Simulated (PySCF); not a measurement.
Compound: H6SSi2.
Numbering: `[SiH3:1][SiH2:2][SH:3]` (hydrogens: H4, H5, H6 on Si1; H7, H8 on Si2; H9 on S3)

Structure optimised with GFN2-xTB, isolated species.

**Question.** Give the optimised bond lengths and angles.

**Answer.** 
| bond | length (pm) |
| --- | --- |
| Si1–Si2 | 231.4 |
| Si2–S3 | 216.4 |
| Si1–H4, Si1–H5, Si1–H6 | 146.5 |
| Si2–H7, Si2–H8 | 146.2 |
| S3–H9 | 132.4 |

Bonds in one row agree within 1 pm and their mean is given. A selection of angles:
| angle | degrees |
| --- | --- |
| Si2–Si1–H4 | 108.8 |
| Si2–Si1–H5 | 112.1 |
| Si2–Si1–H6 | 113.1 |
| H4–Si1–H5 | 107.6 |
| Si1–Si2–S3 | 111.4 |
| Si1–Si2–H7 | 116.2 |
| S3–Si2–H7 | 100.1 |
| S3–Si2–H8 | 104.7 |
| H7–Si2–H8 | 107.5 |
| Si2–S3–H9 | 97.1 |

Torsions: H9–S3–Si2–Si1 -54° (synclinal). The mirror-image conformer, all signs reversed, is as good.

Si2 (SiH2 silicon) is distorted tetrahedral (angles from 100.1° to 116.2°). Si1 (SiH3 silicon) is distorted tetrahedral (angles from 107.1° to 113.1°).

Stationary, but not proved a minimum. The numbers are those of one conformer (Si1–Si2–S3–H -54°).

All values are computed, not measured.
